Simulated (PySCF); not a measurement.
# Computed data sheet: `C=CC(=C)C=O`

Compound: C5H6O.
Structure used (PBE0-D3(BJ)/def2-SVP), in Å, numbered top down from 1:
```
atom  x, y, z in Å
C1     1.7516   -0.2515   -0.9078
C2     0.8213   -0.6735   -0.0406
C3    -0.4468   -0.0213    0.2932
C4    -1.2990   -0.5445    1.1943
C5    -0.8436    1.2608   -0.3648
O6    -1.8597    1.8579   -0.1157
H7     1.6603    0.6702   -1.4868
H8     2.6609   -0.8350   -1.0680
H9     1.0042   -1.6119    0.4958
H10   -2.2349   -0.0264    1.4185
H11   -1.0793   -1.4811    1.7129
H12   -0.1350    1.6562   -1.1310
```

Structural features include: aldehyde and C=C double bond.

PBE0-D3(BJ)/def2-SVP geometry optimisation, gas phase (PySCF):

```yaml
Rotational_constants_A_B_C: 6.493, 2.718, 1.916 GHz
```

From wB97X-D/def2-SVPD ground state, ΔSCF and vertical TDDFT (core frozen in the response) (PySCF):

```yaml
Dipole_moment: 2.82 D
HOMO_energy: -9.08 eV
LUMO_energy: -0.36 eV
HOMO–LUMO_gap: 8.72 eV
Lowest_singlet_excitation: 3.69 eV (336 nm, f = 0.000)
Strongest_line_among_the_10_lowest_singlet_transitions: S4 at 6.21 eV (200 nm, f = 0.435)
Lowest_triplet_excitation_Tamm–Dancoff: 2.91 eV
Static_isotropic_polarisability: 67.2 au
Vertical_ionisation_energy: 9.31 eV
Vertical_electron_affinity: 0.21 eV
Electronic_spatial_extent_⟨r²⟩_about_the_centre_of_nuclear_charge: 621 bohr²
```

PBE0/pcSseg-1 ground state and GIAO shieldings, non-relativistic (PySCF):

```yaml
Lowest_Hirshfeld_atomic_charge: -0.22 e on O6
Highest_Hirshfeld_atomic_charge: +0.13 e on C5
13C_chemical_shifts_computed_TMS_as_zero_by_class: 189.7 (C5), 143.7 (C2), 143.2 (C3), 136.7 (C4), 120.9 (C1) ppm
1H_chemical_shifts_computed_TMS_as_zero_by_class: 10.16 (H12), 6.70 (H9), 6.67 (H10), 6.27 (H7), 5.59 (H11), 5.59 (H8) ppm
Isotropic_shieldings_of_nuclei_other_than_C_and_H_by_class: -339 (O6) ppm
Mayer_bond_orders_between_heavy_atoms: C1–C2 1.93, C2–C3 1.06, C3–C4 1.86, C3–C5 0.98, C5–O6 2.00
```

From B3LYP/pcJ-1 indirect spin-spin coupling, non-relativistic, gas phase; spin–dipole term left out (PySCF):

```yaml
Largest_of_the_computed_one-bond_spin–spin_couplings_means_over_like_bonds: 13C–1H +179.5 (C5–H12), 13C–1H +176.4 (C4–H10), 13C–1H +172.2 (C1–H8), 13C–1H +169.3 (C4–H11), 13C–1H +165.5 (C1–H7), 13C–1H +162.1 (C2–H9), 13C–13C +76.8 (C3–C4), 13C–13C +75.9 (C1–C2) Hz
```

Monoisotopic mass (most abundant isotopes): 82.0419 u.

With B = h/(8π²I), that is 505.379 GHz u Å² over I, the principal moments of inertia are 77.8, 185.9 and 263.7 u Å² (most abundant isotopes). In atomic units the dipole is 1.11 e·bohr (1 au = 2.5417 D). S1 lies 5.03 eV below the HOMO–LUMO gap; its leading configuration is HOMO−1→LUMO, weight 0.86. The ΔSCF ionisation energy exceeds −ε(HOMO) by 0.23 eV with wB97X-D. The 10 singlets span 3.69 to 8.03 eV, and their oscillator strengths add up to 0.77. The largest Löwdin shares of the LUMO are 0.27 on C4, 0.18 on C5, 0.17 on C3 and 0.15 on O6. The largest Löwdin shares of the HOMO are 0.26 on C1, 0.23 on C4, 0.20 on C2 and 0.18 on C3. The vertical singlet–triplet gap S1 − T1 is 0.78 eV (TDDFT singlet less Tamm–Dancoff triplet; S1: HOMO−1→LUMO, weight 0.86; T1: HOMO→LUMO, weight 0.85).

One conformer stands for the species.
